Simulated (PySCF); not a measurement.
## Orbital picture of BP

PBE at R = 1.751 Å; B 6-31G(d,p), P 6-31G(d,p); no relativity (PySCF 2.14). State: ³Π (triplet), unpaired electrons σ ↑, π ↑. Only the outer orbitals are listed, counted within each symmetry.

```tsv
spin	orbital	occ.	ε (eV)	on B (%)	main shells (%)
α	5σ	1	-15.80	27	69 P s, 20 B s
α	6σ	1	-9.53	49	48 B s, 27 P p, 23 P s
α	2π	1	-7.09	31	69 P p, 30 B p
α	7σ	1	-6.37	68	51 B p, 26 P p, 17 B s
α	2π	1	-6.24	35	64 P p, 35 B p
α	3π	0	-2.66	67	67 B p, 31 P p
α	3π	0	-2.06	63	63 B p, 35 P p
α	8σ	0	2.03	7	77 P p, 12 B p, 11 P d
β	5σ	1	-14.85	26	70 P s, 18 B s
β	6σ	1	-8.47	35	40 P p, 34 B s, 24 P s
β	2π	1	-5.84	28	72 P p, 27 B p
β	2π	0	-5.53	28	72 P p, 27 B p
β	7σ	0	-3.91	81	43 B p, 38 B s, 16 P p
β	3π	0	-1.28	70	70 B p, 28 P p
```

Question: Which are the highest filled and the lowest empty level, where do they sit, and how wide is the gap?

Answer: Highest filled β 2π at -5.84 eV (in %: 72 P p, 27 B p); lowest empty β 2π at -5.53 eV (in %: 72 P p, 27 B p); the gap at PBE is 0.31 eV. Both belong to one degenerate shell, split only by its one-sided filling, so this is no excitation gap.

```
bond order (Mayer)                             : 2.25
⟨S²⟩                                           : 2.007
charge on B (Mulliken, basis-dependent)        : 0.01
charge on B (Löwdin, basis-dependent)          : -0.10
dipole moment (positive dipole means B(−)P(+)) : -0.36 D
polarisability along the bond                  : 51.5 bohr³
polarisability across the bond                 : 21.9 bohr³
```

The state was picked by a PBE0 search and need not be the measured ground state.
